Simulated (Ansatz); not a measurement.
Cost and result for the atomization energy of C4H5FO, SMILES `C#CCOCF` (11 atoms, 10 bonds).

```xyz
11

C    -1.926   -0.767    1.146
C    -0.936   -0.109    0.984
C     0.271    0.683    0.784
O     0.509    1.007   -0.578
C     0.764   -0.071   -1.383
F     1.995   -0.625   -1.087
H    -2.807   -1.346    1.293
H     0.178    1.640    1.301
H     1.134    0.157    1.205
H     0.799    0.298   -2.409
H     0.021   -0.867   -1.257
```

Total charge 0; spin multiplicity 1. All single points use the PBE0-D4/def2-TZVP geometry. It is one conformer, not always the lowest. Program: Ansatz. All runs use 4 threads of an Arm Neoverse V1 on a shared host. Times are those of one run each, without the atoms' runs, and a repeat can differ threefold. Electronic energies, without spin–orbit coupling; frozen cores. CCSD(T)/CBS adds CCSD(T) − MP2 in def2-TZVPP to the MP2 limit, and its time is that of the two runs behind it. T1 = 0.012. B3LYP takes the VWN-RPA correlation (the form of Gaussian; ORCA's B3LYP/G).

CCSD(T)/CBS is a level of theory with its own doubt, some kJ/mol a heavy atom from the limit and from the frozen cores, so smaller differences don't rank the functionals.

| level | functions | wall time | atomization (kcal/mol) | difference from CCSD(T)/CBS | per bond |
| --- | --- | --- | --- | --- | --- |
| PBE-D4/def2-TZVPP (with forces) | 256 | 2.6 s | 1138.2 | 40.1 | 4.0 |
| PBE0-D4/def2-TZVPP | 256 | 2.9 s | 1107.0 | 8.9 | 0.9 |
| B3LYP-D4/def2-TZVPP (with forces) | 256 | 4.8 s | 1098.1 | 0.0 | 0.0 |
| r2SCAN-D4/def2-TZVPP (with forces) | 256 | 5.5 s | 1102.4 | 4.3 | 0.4 |
| B2PLYP/def2-TZVPP | 256 | 6.5 s | 1090.2 | -7.9 | -0.8 |
| ωB97X-V/def2-TZVPP | 256 | 8 s | 1098.8 | 0.7 | 0.1 |
| ωB97M-V/def2-TZVPP (with forces) | 256 | 11 s | 1102.2 | 4.1 | 0.4 |
| MP2/def2-QZVPP | 492 | 27 s | 1118.2 | 20.1 | 2.0 |
| CCSD(T)/def2-TZVPP | 256 | 4.1 min | 1069.5 | -28.6 | -2.9 |
| CCSD(T)/CBS(def2) | – | 4.6 min | 1098.1 | 0.0 | 0.0 |

The D4 term adds +7.1 kcal/mol with B3LYP and +3.8 kcal/mol with PBE0; it sums over pairs of atoms, weighted by their polarisabilities, and B3LYP, whose exchange is more repulsive, gets the larger term. In def2-TZVPP, CCSD(T) changes the Hartree–Fock value by +291.2 kcal/mol (the triples alone add +20.6 kcal/mol) and MP2 by +323.1 kcal/mol; breaking electron pairs costs correlation energy, which Hartree–Fock lacks. From PBE to PBE0 (25 % exact exchange), in def2-TZVPP and without D4, the atomization energy moves by −30.5 kcal/mol: exact exchange takes away binding that semilocal exchange gives to molecules.
